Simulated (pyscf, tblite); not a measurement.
Cl–SnH(Cl)–Cl → HCl + Cl–Sn:–Cl [singlet]: energy along the mass-weighted descent from the GFN2-xTB saddle (tblite), relative to the relaxed reactant side.

```tsv
s (amu^1/2 bohr)	E (kcal/mol)
-4.82	0.0
-3.36	1.6
-1.32	11.9
0.600	17.0
2.64	-20.8
4.56	-27.3
6.48	-28.8
7.46	-29.7
7.93	-30.3
8.36	-30.7
8.76	-31.0
```

**Question.** The GFN2-xTB barrier from the reactant side is 0.87 eV. What does ωB97X-D3(BJ) (PySCF) give from its own reactant-side minimum, in def2-SVP and in def2-TZVP?

**Answer.** 2.12 eV in the double-zeta basis after reoptimising the saddle, and 2.14 eV in the triple-zeta single point, so the tight-binding barrier lies 1.28 eV under the latter. The imaginary mode goes from 804i to 1258i cm⁻¹.
